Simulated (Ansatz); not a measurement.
## Two structures, one formula

The two ends of one reaction step of BH$_{4}$SF, closed shell (PBE0-D4/def2-TZVP).

A:

```tsv
atom	x (Å)	y (Å)	z (Å)
B1	-0.8814	0.0766	0.7255
F2	1.0765	-1.3591	-1.8653
H3	-1.1009	-0.9675	1.2520
H4	-1.7256	0.7572	0.2396
H5	1.1065	-0.8302	-1.1010
S6	0.8224	0.5837	0.7131
H7	0.7025	1.7393	0.0361
```

B:

```
7
angstrom
B -0.8109 -0.4576 -0.0095
F -0.5270 -0.8297 -1.2915
H -0.7138 -1.3140 0.8366
H -1.6650 0.3844 0.1329
H 1.8691 -0.0602 0.1938
S 0.8720 0.7407 0.6083
H 0.9758 1.5363 -0.4705
```

Program: Ansatz 0.2.0. Basis: def2-TZVPP. Cores are frozen in the correlated methods. B3LYP uses VWN-RPA correlation.

(1) Which structure is lower at CCSD(T), and by how much? (To be estimated.)

The T1 diagnostic stays at or below 0.013.

## Answers

(1) Computed: B, by 0.469 eV (electronic energy, against the other). By their contacts, A is a complex of BH₃S ([BH2][SH]) + HF and B is BH₄SF ([F][BH2][SH2]).

All methods give the same order:

| method | E(B) − E(A) (eV) |
| --- | --- |
| SPW92 | -0.751 |
| PBE-D4 | -0.543 |
| BLYP-D4 | -0.508 |
| r2SCAN-D4 | -0.585 |
| B97M-V | -0.523 |
| PBE0-D4 | -0.532 |
| B3LYP-D4 | -0.512 |
| r2SCAN0-D4 | -0.567 |
| BHLYP-D4 | -0.519 |
| CAM-B3LYP-D4 | -0.560 |
| wB97X-V | -0.535 |
| wB97M-V | -0.535 |
| B2PLYP | -0.484 |
| PBE-QIDH | -0.512 |
| RPA on PBE | -0.474 |
| HF | -0.389 |
| MP2 | -0.456 |
| CCSD | -0.463 |
| CCSD(T) | -0.469 |

Labels in which every atom is bracketed show which atoms are joined, not bond orders.

For scale, one of the runs: CCSD(T)/def2-TZVPP, 160 basis functions, launched by `ansatz run in.yaml --threads 2 --pin off --events-out ev --progress --plain --max-ram 4352MiB`. Time: 22 s of wall clock on 2 CPU threads of an Arm Neoverse V1; the host was shared. Peak host memory: 1.2 GiB.
